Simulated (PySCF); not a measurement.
Molecule: `CCC#N`, C₃H₅N.

Geometry:
```
atom   x (Å)   y (Å)   z (Å)
  C1  -0.963   0.297  -0.014
  C2   0.356  -0.392  -0.354
  C3   1.439  -0.029   0.554
  N4   2.283   0.273   1.285
  H5  -1.744  -0.014  -0.723
  H6  -1.296   0.036   1.000
  H7  -0.864   1.390  -0.069
  H8   0.244  -1.488  -0.325
  H9   0.677  -0.141  -1.379
```

Geometry PBE0-D3(BJ)/def2-SVP throughout; GIAO in PySCF, gas phase, one conformer, non-relativistic; equivalent atoms averaged; functional PBE0.

For orientation, STO-3G gives these absolute shieldings σ: C3 141.5, C2 212.9, C1 216.0, N4 71.2, H8/H9 30.72, H5/H6/H7 31.39 ppm.

A run gave: C3 84.2, C2 182.3, C1 182.1, N4 2.1, H8/H9 29.96, H5/H6/H7 30.78 ppm (absolute shieldings σ).

Q: Which basis set was used in that run?
A. aug-cc-pVDZ
B. 6-31G*
C. cc-pVTZ
D. pcSseg-0

A: B. H8/H9 tells them apart best: 6-31G* gives 29.96, pcSseg-0 gives 30.70, aug-cc-pVDZ gives 29.15, cc-pVTZ gives 29.15 ppm.
